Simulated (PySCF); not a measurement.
Species: butanal, C4H8O.
Atom-mapped SMILES: `[CH3:1][CH2:2][CH2:3][CH:4]=[O:5]` (hydrogens: H6, H7, H8 on C1; H9, H10 on C2; H11, H12 on C3; H13 on C4)

All values: wB97X-D/def2-SVPD (PySCF, non-relativistic), on one gas-phase PBE0-D3(BJ)/def2-SVP geometry that isn't relaxed in the solvent. The solvent is an IEF-PCM continuum (Bondi radii, 1.10 Å for H, scaled by 1.2), and excitations are vertical TDDFT with non-equilibrium linear response and a frozen core. Only the electrostatic response of the medium enters.

Gas-phase singlets (H = HOMO, L = LUMO):

| state | E (eV) | λ (nm) | f | leading configuration |
| --- | --- | --- | --- | --- |
| S1 | 4.402 | 282 | 0.000 | H→L 98% |
| S2 | 7.496 | 165 | 0.022 | H→L+1 68% |
| S3 | 8.254 | 150 | 0.054 | H-1→L 81% |
| S4 | 8.296 | 149 | 0.009 | H-2→L 71% |
| S5 | 8.329 | 149 | 0.105 | H→L+2 44% |

Question: Give the list for chloroform (ε = 4.711), n² = 2.09.

Answer: 
```
state  E (eV)  λ (nm)      f  leading configuration  change by rank (eV)
   S1   4.495     276  0.000                H→L 98%               +0.093
   S2   7.614     163  0.017              H→L+1 68%               +0.118
   S3   8.060     154  0.090              H-1→L 90%               -0.194
   S4   8.154     152  0.004              H-2→L 81%               -0.142
   S5   8.438     147  0.147              H→L+3 46%               +0.109
```

Question: What are the lowest 5 singlets in methanol (ε = 32.61)?

Answer: 
```
state  E (eV)  λ (nm)      f  leading configuration  change by rank (eV)
   S1   4.539     273  0.000                H→L 98%               +0.137
   S2   7.639     162  0.011              H→L+1 71%               +0.143
   S3   8.021     155  0.086              H-1→L 90%               -0.233
   S4   8.114     153  0.004              H-2→L 81%               -0.182
   S5   8.482     146  0.143              H→L+3 59%               +0.153
```

Question: The ground-state energy changes by -0.216 eV from gas to methanol. By how much does the total energy of gas-phase S1 change?

Answer: E(S1) = E(S0) + excitation energy, so it changes by -0.216 + 0.137 = -0.079 eV: it is lowered less than the ground state, which is what a blue shift means. This is the vertical state, with the slow part of the continuum still set for S0.

Question: How do the frontier levels move from gas to methanol?

Answer: 
```
orbital  gas (eV)  solvent (eV)  change (eV)                   Löwdin shares, gas               Löwdin shares, solvent
 LUMO+2      2.78          3.00        +0.22  C1 17 %, C4 15 %, H13 15 %, H6 10 %  C1 21 %, C4 16 %, O5 14 %, H13 11 %
 LUMO+1      2.29          2.55        +0.26   C1 16 %, C3 16 %, C4 15 %, H11 9 %   C4 20 %, C1 14 %, C2 11 %, C3 11 %
   LUMO      1.21          1.26        +0.05    C4 42 %, O5 35 %, C3 9 %, H13 6 %    C4 44 %, O5 34 %, C3 9 %, H13 6 %
   HOMO     -9.41         -9.48        -0.07   O5 58 %, C4 16 %, C3 11 %, H13 9 %  O5 56 %, C4 17 %, C3 12 %, H13 10 %
 HOMO-1    -11.37        -11.11        +0.26  C2 28 %, C1 15 %, H9 12 %, H10 12 %  C2 28 %, C1 15 %, H10 12 %, H9 11 %
 HOMO-2    -11.75        -11.50        +0.25    C2 25 %, C1 19 %, C3 18 %, H6 8 %    C2 25 %, C1 20 %, C3 18 %, H6 8 %
 HOMO-3    -12.34        -12.16        +0.18    C1 28 %, C2 23 %, O5 15 %, C3 9 %     C1 32 %, C2 29 %, O5 9 %, C3 8 %
```

The HOMO–LUMO gap goes from 10.62 to 10.74 eV.

Conformer computed: `[CH3:1][CH2:2][CH2:3][CH:4]=[O:5]`: C1–C2–C3–C4 -177°, C2–C3–C4–O5 1°.

wB97X-D is run here without its empirical dispersion term; that term would change no orbital, density or response property at a fixed geometry.
